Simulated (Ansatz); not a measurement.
# CCSDTQ/STO-3G run of [SiPH4]− (SMILES [SiH2-]P)

What is the vertical singlet–triplet gap of [SiPH4]− at CCSDTQ/STO-3G? 

Program for the calculation: Ansatz 0.2.0.

## 1. The structure to begin with

The species is [SiPH4]− (6 atoms), meant as a singlet with charge -1. SMILES: `[SiH2-]P`. The shape is that of a GFN2-xTB optimisation. This is one conformer, not always the lowest.

Bond lengths: Si1–P2 2.225 Å, Si1–H3 1.503 Å, Si1–H4 1.503 Å, P2–H5 1.375 Å, P2–H6 1.375 Å. Angles: Si1–P2–H5 94.0°, Si1–P2–H6 94.1°, P2–Si1–H3 96.4°, P2–Si1–H4 96.5°, H5–P2–H6 91.3°, H3–Si1–H4 96.7°.

## 2. The energy at CCSDTQ/STO-3G

Contents of in.yaml:

```yaml
crystal:
  periodic: [false, false, false]
  atoms:
    - {symbol: Si, position_ang: [0.357650, -1.019850, -0.132620]}
    - {symbol: P, position_ang: [-0.355230, 1.071380, 0.132600]}
    - {symbol: H, position_ang: [-0.387090, -1.600590, 1.036860]}
    - {symbol: H, position_ang: [-0.642080, -1.408110, -1.185860]}
    - {symbol: H, position_ang: [0.407400, 1.565440, -0.899820]}
    - {symbol: H, position_ang: [0.619350, 1.391730, 1.048840]}
basis:
  gaussian:
    orbitals: STO-3G
total_charge: -1
correlation:
  method: ccsdtq
  frozen_orbitals: {H: 0, P: 5, Si: 5}
accuracy: high
scf:
  omitted_lower_state_checks: [cluster_reference, increment]
```

Started as:

```
$ ansatz run in.yaml --threads 1 --pin off --max-ram 2610MiB --events-out events.jsonl --progress --plain --runs-dir runs
```

The program printed (excerpt; [...] marks lines left out):

```text
Warning: RAYON_NUM_THREADS=1 ignored (pool sized by the plan → 1); use --threads N
Functional definition: HF
  name "HF"
[...]
393 factors; integrals over basis functions are off by at most 2.7e-9 eV
[...]
mean field -16997.16569540 eV, -624.6343182132 hartree, gradient 3.1e-8 eV, S^2 0.000000; 0 other end points of the search recorded, 0 dependent functions left out
10 core orbitals not correlated: weight in the atoms' cores, before any rotation towards them, 1.000 or more for the frozen orbitals, at most 0.000 for the correlated occupied ones
reference -16997.16569540 eV, -624.6343182132 hartree; 7, 7 occupied and 5, 5 virtual orbitals, 393 factors
second order -1.75799917 eV of doubles, -0.00000000 eV of singles
cycle   1  -2.26253216 eV  change   -5.0e-1 eV  update   6.1e-2
[...]
cycle  20  -2.54647356 eV  change   9.3e-11 eV  update   1.2e-9
Total energy: -16999.71216895 eV, -624.7278993903 hartree
Checks for a lower state left out: cluster_reference, increment
```

Wall time 3.3 s (1 thread of AMD EPYC 9R14 (Zen 4), shared host); peak memory 0.12 GiB.

## 3. The triplet, same level

Contents of molecule.yaml:

```yaml
crystal:
  periodic: [false, false, false]
  atoms:
    - {symbol: Si, position_ang: [0.357650, -1.019850, -0.132620]}
    - {symbol: P, position_ang: [-0.355230, 1.071380, 0.132600]}
    - {symbol: H, position_ang: [-0.387090, -1.600590, 1.036860]}
    - {symbol: H, position_ang: [-0.642080, -1.408110, -1.185860]}
    - {symbol: H, position_ang: [0.407400, 1.565440, -0.899820]}
    - {symbol: H, position_ang: [0.619350, 1.391730, 1.048840]}
basis:
  gaussian:
    orbitals: STO-3G
total_charge: -1
magnetization:
  spin_polarized: true
  initial_magnetization: 2
correlation:
  method: ccsdtq
  frozen_orbitals: {H: 0, P: 5, Si: 5}
accuracy: high
scf:
  omitted_lower_state_checks: [cluster_reference, increment]
```

Started as:

```
$ ansatz run molecule.yaml --threads 1 --pin off --max-ram 2610MiB --events-out events.jsonl --progress --plain --runs-dir runs
```

The program printed (excerpt; [...] marks lines left out):

```text
Warning: RAYON_NUM_THREADS=1 ignored (pool sized by the plan → 1); use --threads N
[... 2 set-up lines as earlier in the session ...]
[...]
393 factors; integrals over basis functions are off by at most 2.7e-9 eV
[...]
mean field -16990.54315471 eV, -624.3909443316 hartree, gradient 2.3e-8 eV, S^2 2.011422; 3 other end points of the search recorded, 0 dependent functions left out
10 core orbitals not correlated: weight in the atoms' cores, before any rotation towards them, 1.000 or more for the frozen orbitals, at most 0.000 for the correlated occupied ones
reference -16990.54315471 eV, -624.3909443316 hartree; 8, 6 occupied and 4, 6 virtual orbitals, 393 factors
second order -1.48308053 eV of doubles, -0.00000000 eV of singles
cycle   1  -1.94372582 eV  change   -4.6e-1 eV  update   6.1e-2
[...]
cycle  31  -2.24268818 eV  change  -8.1e-10 eV  update   1.6e-9
Total energy: -16992.78584288 eV, -624.4733616021 hartree
Checks for a lower state left out: cluster_reference, increment
```

It took 43 s on 1 thread of AMD EPYC 9R14 (Zen 4), shared host; peak memory 0.33 GiB.

## 4. What came out

At CCSDTQ/STO-3G, 10 core orbitals frozen:

| quantity | value |
| --- | --- |
| singlet: total energy | -624.72790 Eh |
| singlet: correlation energy (10 core orbitals frozen) | -93.6 mEh |
| singlet: T1 diagnostic | 0.007 |
| triplet: total energy | -624.47336 Eh |
| triplet: correlation energy (10 core orbitals frozen) | -82.4 mEh |
| triplet: ⟨S²⟩ of the reference determinant | 2.011 |
| triplet: T1 diagnostic | 0.011 |
| vertical energy of the triplet above the singlet | 6.926 eV |

**Reading.** At this shape the triplet lies 6.93 eV (668 kJ/mol) above the singlet. For an anion a state so high probably lies above electron detachment. In a minimal basis such a difference can be off by several eV, whatever the method.
